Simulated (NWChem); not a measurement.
# One shape, several levels: H2S2 (SMILES SS)

We compute a comparison of 6 runs (HF/def2-SVP, B3LYP/6-31G*, PBE0/cc-pVDZ, M06-2X/def2-TZVPP, PBE0/def2-TZVPP, CCSD(T)/def2-TZVPP) of H2S2. 

The calculation is run with NWChem 7.3.0.

3 further runs of the same task are left out: 1 that didn't finish, 2 set aside as unsound or not needed. Runs told in other sessions of the task aren't counted.

### 1 The system as given

H2S2 has 4 atoms, charge 0, and is taken as a singlet. As SMILES, `SS`. The shape is that of a PBE0-D4/def2-TZVP optimisation.

Bond lengths: S1–S2 2.046 Å, S1–H3 1.347 Å, S2–H4 1.347 Å. Angles: S1–S2–H4 98.6°, S2–S1–H3 98.6°.

### 2 Energy and gradient at HF/def2-SVP (run 1)

Contents of h2s2.xyz:

```xyz
4
H2S2 hf
S      0.784480    -0.789210     0.166690
S      0.060220     1.121560     0.067360
H     -0.225420    -1.352590     0.856880
H     -0.619290     1.020250    -1.090950
```

Contents of run.py:

```python
from ase.io import read
from ase.calculators.nwchem import NWChem

mol = read('h2s2.xyz')

calc = NWChem(
    label='h2s2',
    theory='scf',
    memory='2200 mb',
    basis='def2-SVP',
    basispar='spherical bse',
    scf={'nopen': '0', 'rhf': None, 'thresh': '1e-08', 'maxiter': '80'},
)
mol.calc = calc

forces = mol.get_forces()
print(f"energy = {mol.get_potential_energy():.6f} eV")
print("forces (eV/A):")
for s, f in zip(mol.symbols, forces):
    print(f"{s:2s} {f[0]:10.5f} {f[1]:10.5f} {f[2]:10.5f}")
print("dipole (e A):", mol.get_dipole_moment().round(4))
```

Command:

```bash
$ export ASE_NWCHEM_COMMAND="nwchem PREFIX.nwi > PREFIX.nwo"
$ python run.py
```

The program printed:

```text
energy = -21659.323704 eV
forces (eV/A):
S    -0.01630   -0.68360    0.21062
S    -0.35229    0.53859   -0.31290
H     0.23196    0.09390   -0.15170
H     0.13663    0.05106    0.25397
dipole (e A): [-0.2839 -0.1117 -0.0787]
```

The calculator wrote h2s2.nwi:

```
title "h2s2"

permanent_dir h2s2

scratch_dir h2s2

start h2s2

geometry units angstrom nocenter noautosym noautoz
  S  7.8447999999999996e-01 -7.8920999999999997e-01 1.6669000000000000e-01
  S  6.0220000000000003e-02 1.1215599999999999e+00 6.7360000000000003e-02
  H  -2.2542000000000001e-01 -1.3525900000000000e+00 8.5687999999999998e-01
  H  -6.1929000000000001e-01 1.0202500000000001e+00 -1.0909500000000001e+00
end

memory 2200 mb

basis spherical bse noprint
   * library def2-SVP
end

scf
  nopen 0
  rhf
  thresh 1e-08
  maxiter 80
end

task scf gradient
```

h2s2.nwo, shortened:

```text
[...]
      One-electron energy =  -1270.386813028300
[... 1 line left out ...]
 Nuclear repulsion energy =     85.443149571059
[... 35 lines left out ...]
                       ROHF Final Molecular Orbital Analysis
[... 188 lines left out ...]
     1   1 0 0     -0.536447      0.000000     23.943754
[...]
  wavefunction    =   RHF
                         RHF ENERGY GRADIENTS
    atom               coordinates                        gradient
                 x          y          z           x          y          z
   1 S       1.482452  -1.491391   0.314998    0.000317   0.013294  -0.004096
   2 S       0.113799   2.119441   0.127292    0.006851  -0.010474   0.006085
   3 H      -0.425982  -2.556024   1.619268   -0.004511  -0.001826   0.002950
   4 H      -1.170288   1.927993  -2.061597   -0.002657  -0.000993  -0.004939
[...]
```

Run time: 3.6 s. Hardware: 1 thread of Intel Xeon Platinum 8259CL at 2.50GHz (Skylake/Cascade Lake), shared host; peak memory 0.1 GiB.

### 3 Energy and forces at B3LYP/6-31G(d) (Cartesian functions) (run 2)

Contents of h2s2.nw:

```
start h2s2
memory stack 880 mb heap 220 mb global 1100 mb

geometry noautosym nocenter noautoz
  S        0.784480      -0.789210       0.166690
  S        0.060220       1.121560       0.067360
  H       -0.225420      -1.352590       0.856880
  H       -0.619290       1.020250      -1.090950
end

basis
  * library 6-31G*
end

dft
  xc b3lyp
  mult 1
  grid xfine
  convergence energy 1e-08
  iterations 100
  mulliken
end

task dft gradient
```

Command:

```bash
$ nwchem h2s2.nw > h2s2.out
```

The program printed:

```text
[...]
          Wavefunction type:  closed shell.
          No. of atoms     :     4
          No. of electrons :    34
[...]
          Charge           :     0
          Spin multiplicity:     1
[...]
          AO basis - number of functions:    42
[...]
              XC Information
              --------------
                         B3LYP Method XC Potential
                     Hartree-Fock (Exact) Exchange  0.200
                        Slater Exchange Functional  0.800 local
                    Becke 1988 Exchange Functional  0.720 non-local
              Lee-Yang-Parr Correlation Functional  0.810
                  VWN I RPA Correlation Functional  0.190 local
[...]
 d= 0,ls=0.0,diis     1   -797.5363491735 -8.83D+02  1.82D-02  3.86D-01     1.4
[...]
 d= 0,ls=0.0,diis     8   -797.5708368598 -2.44D-10  1.19D-06  9.25D-10     8.0
         Total DFT energy =     -797.570836859753
      One electron energy =    -1270.915165726382
           Coulomb energy =      440.037647190772
    Exchange-Corr. energy =      -52.136467895202
 Nuclear repulsion energy =       85.443149571059
[...]
      Total Density - Mulliken Population Analysis
     ---------------------------------------------
    Atom       Charge   Shell Charges
 -----------   ------   -------------------------------------------------------
    1 S   16    16.12   2.00  1.99  5.97  1.43  3.03  0.52  1.15  0.04
    2 S   16    16.12   2.00  1.99  5.97  1.43  3.03  0.52  1.15  0.04
    3 H    1     0.88   0.51  0.37
    4 H    1     0.88   0.51  0.37
[...]
  wavefunction    = closed shell
                         DFT ENERGY GRADIENTS
    atom               coordinates                        gradient
                 x          y          z           x          y          z
   1 S       1.482452  -1.491391   0.314998   -0.008470   0.013821  -0.000175
   2 S       0.113799   2.119441   0.127292    0.003469  -0.015789  -0.001207
   3 H      -0.425982  -2.556024   1.619268    0.002406   0.003289  -0.002235
   4 H      -1.170288   1.927993  -2.061597    0.002594  -0.001321   0.003618
[...]
```

Run time: 10 s. Hardware: 1 thread of Intel Xeon Platinum 8259CL at 2.50GHz (Skylake/Cascade Lake), shared host; peak memory 0.13 GiB.

Runs 3 to 5 aren't shown in full; the table further down has their settings and results.

### 4 The energy at CCSD(T)/def2-TZVPP (run 6)

Contents of input.nw:

```
start input
title "H2S2 ccsd(t)"
memory stack 880 mb heap 220 mb global 1100 mb

geometry units angstroms noautosym nocenter noautoz
S     0.784480   -0.789210    0.166690
S     0.060220    1.121560    0.067360
H    -0.225420   -1.352590    0.856880
H    -0.619290    1.020250   -1.090950
end

basis spherical bse
S library def2-TZVPP
H library def2-TZVPP
end

scf
thresh 1e-08
maxiter 80
print low
end

ccsd
freeze core 10
maxiter 60
end

task ccsd(t)
```

Command:

```bash
$ nwchem input.nw > input.out
```

The program printed:

```text
[...]
  functions       =   112
[...]
  wavefunction    = RHF
[...]
         Total SCF energy =   -796.250250942958
      One-electron energy =  -1270.799265665922
      Two-electron energy =    389.105865151904
 Nuclear repulsion energy =     85.443149571059
        Time for solution =     22.1s
[...]
 Total MP2 energy:           -796.607652124877859
[...]
             energy      energy      error      ampl     ampl      Block
                                                time     time      time
[...]
 Total CCSD energy:           -796.644626620733902
[...]
 Total CCSD+T(CCSD) energy:           -796.662768011510707
[...]
 Total CCSD(T) energy:                -796.662502325980654
[...]
```

Run time: 4.5 min. Hardware: 1 thread of Intel Xeon Platinum 8259CL at 2.50GHz (Skylake/Cascade Lake), shared host; peak memory 0.27 GiB.

### 5 Overview of the runs

```
run                               level  Cartesian functions  iteration cap  energy (Eh)  dipole moment (D)  HOMO energy (eV)  LUMO energy (eV)  wall time
  1                         HF/def2-SVP                   no             80  -795.965471               1.51            -10.34              3.63      3.6 s
  2  B3LYP/6-31G* (Cartesian functions)                  yes            100  -797.570837               1.51             -7.27             -1.11       10 s
  3                        PBE0/cc-pVDZ                   no            100  -797.303937               1.43             -7.43             -0.67       27 s
  4                   M06-2X/def2-TZVPP                   no            100  -797.570825               1.22             -8.69              0.08       31 s
  5                     PBE0/def2-TZVPP                   no            100  -797.332756               1.24             -7.52             -0.89       26 s
  6                  CCSD(T)/def2-TZVPP                   no             80  -796.662502                  –                 –                 –    4.5 min
```

### 6 What came out

| quantity | value |
| --- | --- |
| run 6: total energy | -796.66250 Eh |
| run 6: correlation energy (10 core orbitals frozen) | -412.3 mEh |
| run 6: (T) correction | -17.88 mEh |

Over runs 1, 2, 3, 4, 5 the dipole moment (its size) runs from 1.22 D (M06-2X/def2-TZVPP) to 1.51 D (B3LYP/6-31G*). The two ends differ in method and basis. Over runs 1, 2, 3, 4, 5 the HOMO–LUMO gap runs from 6.17 eV (B3LYP/6-31G*) to 13.97 eV (HF/def2-SVP). Totals of different functionals can't be ranked against each other. All runs together took 6.1 min, the longest 4.5 min.
